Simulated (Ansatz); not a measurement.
Results of PBE0-D3(BJ) (Ansatz, an electronic-structure program, PAW) for rock-salt HfC.

Settings: plane-wave cutoff 460 eV, 10×10×10 k mesh, Fermi–Dirac smearing 0.05 eV, scalar-relativistic PAW data made under PBE.

Computed points:

```csv
V (Å³/atom),E − E_lowest (meV/atom),P (GPa)
11.618,26.87,14.71
11.923,6.36,6.93
12.282,0.00,-1.06
12.535,5.66,-6.05
12.841,22.44,-11.44
```

**Question.** Fit the third-order Birch–Murnaghan equation and give B0 and B′.

**Answer.** V0 = 12.232 Å³/atom, B0 = 259 GPa, B′ = 3.9 (fit to the energies at full precision).

Measured, for comparison: bulk modulus 242 GPa (room temperature, not corrected to a static lattice, our sources range from 242 to 286; as tabulated in Synthesis of Binary Transition Metal Nitrides, Carbides and Borides from the …); equilibrium volume per atom 12.47 Å³/atom (temperature not stated, not corrected to a static lattice; as tabulated in Zhang et al. (2018), doi:10.1088/1367-2630/aac7f0). Computed (rounded) less measured: bulk modulus not scored (sources differ), equilibrium volume per atom -1.9 %. A static lattice is as a rule a little smaller and stiffer than an uncorrected measurement, which narrows the difference in the equilibrium volume per atom and would widen misses of the other sign.

Spin–orbit coupling is not included.

Computed values are for the static lattice.
